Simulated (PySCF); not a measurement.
C5H8, SMILES C#CCCC, GFN2-xTB optimised geometry.

```
13

C      1.62    -1.30     0.00
C      0.43    -1.32     0.00
C     -1.02    -1.32     0.00
C     -1.59     0.10     0.00
C     -1.23     0.85    -1.28
H      2.67    -1.29     0.00
H     -1.38    -1.86    -0.89
H     -1.37    -1.86     0.89
H     -1.19     0.64     0.86
H     -2.67     0.05     0.11
H     -1.63     1.86    -1.25
H     -0.15     0.89    -1.40
H     -1.65     0.34    -2.15
```

Density from PBE/def2-TZVP run with PySCF at that geometry.

Minimum of the electron density along straight lines between bonded atoms, close to the bond critical point (lines longer than 1.1 times the sum of covalent radii, or with two minima, are not listed):

```json
[
 {"bond": "C1–C2", "length / Å": "1.196", "ρ at the minimum / e bohr⁻³": "0.420", "∇²ρ there / e bohr⁻⁵": "-1.20", "position (fraction from the first atom)": "0.49"},
 {"bond": "C2–C3", "length / Å": "1.449", "ρ at the minimum / e bohr⁻³": "0.274", "∇²ρ there / e bohr⁻⁵": "-0.73", "position (fraction from the first atom)": "0.53"},
 {"bond": "C3–C4", "length / Å": "1.533", "ρ at the minimum / e bohr⁻³": "0.238", "∇²ρ there / e bohr⁻⁵": "-0.55", "position (fraction from the first atom)": "0.51"},
 {"bond": "C4–C5", "length / Å": "1.523", "ρ at the minimum / e bohr⁻³": "0.244", "∇²ρ there / e bohr⁻⁵": "-0.58", "position (fraction from the first atom)": "0.50"},
 {"bond": "C1–H6", "length / Å": "1.049", "ρ at the minimum / e bohr⁻³": "0.297", "∇²ρ there / e bohr⁻⁵": "-1.10", "position (fraction from the first atom)": "0.66"},
 {"bond": "C3–H7", "length / Å": "1.094", "ρ at the minimum / e bohr⁻³": "0.275", "∇²ρ there / e bohr⁻⁵": "-0.92", "position (fraction from the first atom)": "0.64"},
 {"bond": "C3–H8", "length / Å": "1.094", "ρ at the minimum / e bohr⁻³": "0.275", "∇²ρ there / e bohr⁻⁵": "-0.92", "position (fraction from the first atom)": "0.64"},
 {"bond": "C4–H9", "length / Å": "1.092", "ρ at the minimum / e bohr⁻³": "0.278", "∇²ρ there / e bohr⁻⁵": "-0.93", "position (fraction from the first atom)": "0.64"},
 {"bond": "C4–H10", "length / Å": "1.093", "ρ at the minimum / e bohr⁻³": "0.277", "∇²ρ there / e bohr⁻⁵": "-0.93", "position (fraction from the first atom)": "0.64"},
 {"bond": "C5–H11", "length / Å": "1.088", "ρ at the minimum / e bohr⁻³": "0.277", "∇²ρ there / e bohr⁻⁵": "-0.93", "position (fraction from the first atom)": "0.64"},
 {"bond": "C5–H12", "length / Å": "1.088", "ρ at the minimum / e bohr⁻³": "0.278", "∇²ρ there / e bohr⁻⁵": "-0.94", "position (fraction from the first atom)": "0.64"},
 {"bond": "C5–H13", "length / Å": "1.089", "ρ at the minimum / e bohr⁻³": "0.276", "∇²ρ there / e bohr⁻⁵": "-0.92", "position (fraction from the first atom)": "0.64"}
]
```
